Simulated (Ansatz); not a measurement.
CHO, SMILES O=[CH] (connectivity only; charge and spin as stated), charge +1, multiplicity 1.

Coordinates come from a r2SCAN-D4/def2-TZVPD optimisation. The isomer is the one that the SMILES or the coordinates give; other isomers of the formula were not compared.

Two levels are set side by side: PBE/def2-TZVPD (Ansatz, a program for electronic structure) and PBE0/def2-TZVPD (Ansatz). Energy differences of separate SCF runs at the same geometry; the states with an electron removed or added have multiplicity 2 and 2. Differences are taken from unrounded values.

| quantity | PBE0 | PBE | PBE minus PBE0 |
|---|---|---|---|
| vertical ionisation energy (eV) | 26.63 | 26.88 | 0.25 |
| vertical electron affinity (eV) | 6.96 | 6.88 | -0.08 |
| vertical singlet–triplet gap (eV) | 8.01 | 8.39 | 0.38 |
